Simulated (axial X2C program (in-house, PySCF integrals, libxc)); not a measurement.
# MgF⁻: properties at the nuclei

Aim: properties at the nuclei of MgF⁻, with spin–orbit coupling in the Hamiltonian from the start.

The runs use an in-house X2C program for linear molecules on PySCF integrals; two-component X2C with atomic mean-field terms, Mg dyall-av3z, F dyall-av3z.

All values are calculated.

**1. Input**

task.json

```json
{"zs": [12, 9], "q": -1, "bas": ["dyall-av3z", "dyall-av3z"], "r0": 2.03, "levels": ["PBE0", "HF", "TPSSh", "r2SCAN", "PBE50"], "nst": 3}
```

Keys: zs atomic numbers; q charge; bas basis sets; r0 starting distance in Å; levels methods (HF also brings MP2); nst determinants followed.

Run with:

```console
$ python soeom.py task.json out
```

After this run come: Expectation values, lowest determinant; Expectation values, a higher determinant; Expectation values, a higher determinant.

**Question.** What will these runs give? Wanted: lowest determinant; qzz Mg; qzz F; higher determinant; Eeff magnitude; Ws magnitude Mg; A∥/gI Mg (for each run or level that gives them).

The runs gave:

| quantity | value |
| --- | --- |
| lowest determinant | Ω = 0 (closed shell) |
| qzz Mg (a.u.), PBE0 | -0.62 |
| qzz F (a.u.), PBE0 | 0.08 |
| higher determinant | Ω = 2 (excess of +ω over −ω: ω = 1/2, ω = 3/2) |
| Eeff magnitude (GV/cm), PBE0, higher determinant | 0.0658 |
| Ws magnitude Mg (kHz), PBE0, higher determinant | 0.0114 |
| A∥/gI Mg (MHz), PBE0, higher determinant | 220 |
| qzz Mg (a.u.), PBE0, higher determinant | -0.52 |
| higher determinant | Ω = 1 (excess of +ω over −ω: 2 × ω = 1/2) |
| Eeff magnitude (GV/cm), PBE0, higher determinant | 0.0752 |
| Ws magnitude Mg (kHz), PBE0, higher determinant | 0.0259 |
| A∥/gI Mg (MHz), PBE0, higher determinant | 505 |
| qzz Mg (a.u.), PBE0, higher determinant | -0.63 |

In words: The expectation values come from single determinants, which for open shells can mix terms of unlike spin or miss the lowest Ω, so a determinant need not be a state. Eeff is the effective electric field on the electron dipole moment in this Ω state and Ws the scalar–pseudoscalar constant (defined with the proton number Z and per Ω); A∥ is the parallel hyperfine constant, which follows by multiplying with the nuclear g factor gI = μI/(I μN); qzz is the electric field gradient, eQq0 = 234.96 MHz × Q/barn × qzz. The operators were transformed with the bare-nucleus X2C matrices.
